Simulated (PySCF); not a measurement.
Molecule: SMILES [C-]#CC=C, [C$_{4}$H$_{3}$]-.

Atoms are numbered as in `[C-:1]#[C:2][CH:3]=[CH2:4]`. Each H is labelled by its parent atom. Ha(C4) is cis to C2; Hb(C4) is trans to C2.

Geometry PBE0-D3(BJ)/def2-SVP throughout; GIAO in PySCF 2.14.0 with density-fitted response routines, gas phase, one conformer, non-relativistic; equivalent atoms averaged; functional PBE0.

For orientation, cc-pVDZ gives these absolute shieldings σ: C1 -24.6, C3 71.3, C2 87.6, C4 100.3, H(C3) 25.64, Ha(C4) 27.31, Hb(C4) 27.90 ppm.

A run gave: C1 -35.8, C3 55.0, C2 72.7, C4 88.1, H(C3) 25.21, Ha(C4) 27.06, Hb(C4) 27.60 ppm (absolute shieldings σ).

Question: Which basis set was used in that run?
A. def2-SVP
B. 6-31G
C. aug-cc-pVDZ
D. cc-pVTZ
E. pcSseg-1

Answer: D. C1 tells them apart best: cc-pVTZ gives -35.8, aug-cc-pVDZ gives -6.3, 6-31G gives -18.8, def2-SVP gives -22.7, pcSseg-1 gives -51.2 ppm.
